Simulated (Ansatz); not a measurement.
Predict the output of the script below (Ansatz 0.2.0 through its Python package).

`c2h3no.py`:
```python
# -*- coding: utf-8 -*-
import ansatz as az
from ase import Atoms

atoms = Atoms(["N", "C", "C", "O", "H", "H", "H"], positions=[
    (1.4023, 0.1938, -0.0449),
    (0.2054, -0.2023, -0.2795),
    (-0.8316, -0.1257, 0.7922),
    (-1.0768, 1.2081, 1.119),
    (2.1261, 0.1356, -0.7758),
    (-0.0516, -0.6135, -1.2519),
    (-1.7737, -0.596, 0.441),
])

first = (
    az.Crystal.molecule_from_ase(atoms).calculation()
    .basis(gaussian="6-31G*")
    .functional("CAM-B3LYP")
    .charge(-1)
    .spin("collinear", total=1)
    .relax(force_tolerance=0.02, max_steps=80)
)
atoms.positions = first.run(threads=1, pin="off").report["positions_ang"]

rows = []
for angle in [90, 100, 110, 120, 135, 150, 165, 179]:
    bent = atoms.copy()
    bent.set_angle(1, 0, 4, angle, indices=[4])
    calculation = az.Crystal.molecule_from_ase(bent).calculation()
    calculation = calculation.basis(gaussian="6-31G*")
    calculation = calculation.functional("CAM-B3LYP")
    calculation = calculation.charge(-1)
    calculation = calculation.spin("collinear", total=1)
    rows.append((angle, calculation.run(threads=1, pin="off").report["free_energy_ev"]))
floor = min(e for _, e in rows)
for angle, e in rows:
    print(f"angle C1-N0-H4 = {angle:3d} deg   {1000 * (e - floor):9.1f} meV")
```

Running `python c2h3no.py` prints:
```text
angle C1-N0-H4 =  90 deg       269.4 meV
angle C1-N0-H4 = 100 deg        35.4 meV
angle C1-N0-H4 = 110 deg         0.0 meV
angle C1-N0-H4 = 120 deg       124.3 meV
angle C1-N0-H4 = 135 deg       518.8 meV
angle C1-N0-H4 = 150 deg      1015.7 meV
angle C1-N0-H4 = 165 deg      1418.2 meV
angle C1-N0-H4 = 179 deg      1548.6 meV
```

The scan is rigid, and the energies are electronic, in a modest basis. The zero is the lowest point of the grid, which needn't be the minimum. The species is open-shell (spin multiplicity 2). For an odd-electron ion, approximate functionals spread the charge over both fragments and lower the stretched end too much. Anions want diffuse functions, which this basis lacks. Hardware and time: 61 s on 1 thread of Arm Neoverse V1 (shared host), peak memory 0.24 GiB.

(A comment or docstring line of the script was reworded after the run, the code is as it ran; lines on the test bed's own set-up are left out of the output.)
